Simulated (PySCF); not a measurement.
SiH₃ + O₂ → HSiO + H₂O

Level: PBE0 in the def2-TZVP basis family, all electrons, no relativity, computed in PySCF with density fitting; open shells unrestricted.

| species | state and structure | E (Eh) | ZPE (kJ/mol) | H(298 K) − H(0) (kJ/mol) | S° (J/(mol K)) |
| --- | --- | --- | --- | --- | --- |
| SiH₃ | doublet, C3v, Si–H 1.486 Å (×3); H–Si–H 111.2° (×3) | -291.10876 | 55.6 | 10.4 | 217.1 |
| O₂ | triplet, D∞h, O–O 1.193 Å | -150.23561 | 10.3 | 8.7 | 204.9 |
| HSiO | doublet, Cs, Si–H 1.528 Å, Si–O 1.523 Å; H–Si–O 118.8° | -365.10377 | 22.5 | 10.3 | 241.7 |
| H₂O | singlet, C2v, O–H 0.960 Å (×2); H–O–H 105.1° | -76.37736 | 56.5 | 9.9 | 188.7 |

Problem. What is the electronic reaction energy?

Solution. At PBE0/def2-TZVP, ΔE = -359.1 kJ/mol from the differences of the total energies times 2625.5, downhill. 

Problem. Add zero-point, thermal and entropy terms for 298.15 K and 1 bar.

Solution. ΔZPE = 13.1 and Δ[H(298) − H(0)] = 1.1 kJ/mol give ΔH° = -344.9 kJ/mol. ΔS° = 8.4 J/(mol K), so ΔG° = -344.9 − 298.15 × (0.0084) = -347 kJ/mol.

Each species is the lowest minimum found with this bonding; other isomers or fragments can lie lower.
